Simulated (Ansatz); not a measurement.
**CH₄AlNa (SMILES [Na][CH2][AlH2]): single points off equilibrium**

An exercise on one series of results from a longer session: the logs are not shown, and one member is left open.

Method: single points in def2-TZVPP; program: Ansatz 0.2.0, Gaussian basis.

Correlated methods freeze the cores. The outer core shell of Li, Na, Mg and K is correlated.

**The system as given**

7 atoms, charge 0, spin multiplicity 1.

Atoms are counted from 1 here; the program's logs count them from 0.

Bond lengths: Na1–C2 2.316 Å, C2–Al3 1.954 Å, C2–H4 1.110 Å, C2–H5 1.078 Å, Al3–H6 1.618 Å, Al3–H7 1.543 Å. Angles: Na1–C2–Al3 92.9°, Na1–C2–H4 110.9°, Na1–C2–H5 107.7°, Al3–C2–H4 119.4°, Al3–C2–H5 119.4°, H4–C2–H5 105.3°, C2–Al3–H6 117.3°, C2–Al3–H7 135.1°, H6–Al3–H7 107.5°.

Coordinates:

```xyz
7
charge 0, multiplicity 1
Na   -2.2362    0.4644    0.1955
C    -0.3297   -0.4034   -0.7927
Al    0.8246    0.2207    0.6551
H    -0.4376   -1.4931   -0.9719
H    -0.2371    0.0380   -1.7721
H     0.1231    1.0296    1.8675
H     2.3378    0.1584    0.9515
```

Set-up of the first run:

File run/in.yaml:

```yaml
crystal:
  periodic: [false, false, false]
  atoms:
    - {symbol: Na, position_ang: [-2.236200, 0.464400, 0.195500]}
    - {symbol: C, position_ang: [-0.329700, -0.403400, -0.792700]}
    - {symbol: Al, position_ang: [0.824600, 0.220700, 0.655100]}
    - {symbol: H, position_ang: [-0.437600, -1.493100, -0.971900]}
    - {symbol: H, position_ang: [-0.237100, 0.038000, -1.772100]}
    - {symbol: H, position_ang: [0.123100, 1.029600, 1.867500]}
    - {symbol: H, position_ang: [2.337800, 0.158400, 0.951500]}
basis:
  gaussian: {orbitals: def2-TZVPP}
correlation: {method: ccsd_t}
output: {forces: true}
```

No record of the launch command was kept for these runs.

Steps of the session up to this table: CCSD(T)/def2-TZVPP; PBE0-D4/def2-TZVPP; wB97M-V/def2-TZVPP; r2SCAN-D4/def2-TZVPP; PBE-D4/def2-TZVPP; BHLYP-D4/def2-TZVPP; revPBE-D4/def2-TZVPP.

One table of the session follows, with a row left open; its other results are not shown here.

| method | RMS force component (eV/Å) | angle to CCSD(T) forces (°) | dipole (D) |
| --- | --- | --- | --- |
| CCSD(T) | 0.431 | reference | 6.28 |
| PBE0-D4 | 0.475 | 5.3 | 6.03 |
| wB97M-V | 0.444 | 7.1 | 6.26 |
| r2SCAN-D4 | 0.481 | 6.8 | 6.11 |
| PBE-D4 | ? | ? | ? |
| BHLYP-D4 | 0.430 | 15.9 | 6.17 |
| revPBE-D4 | 0.476 | 11.6 | 5.50 |

Estimate the missing values for PBE-D4.

As computed: RMS force component (eV/Å): 0.478; angle to CCSD(T) forces (°): 9.3; dipole (D): 5.44. In the column «RMS force component (eV/Å)» it lies between revPBE-D4 (0.476) and r2SCAN-D4 (0.481).
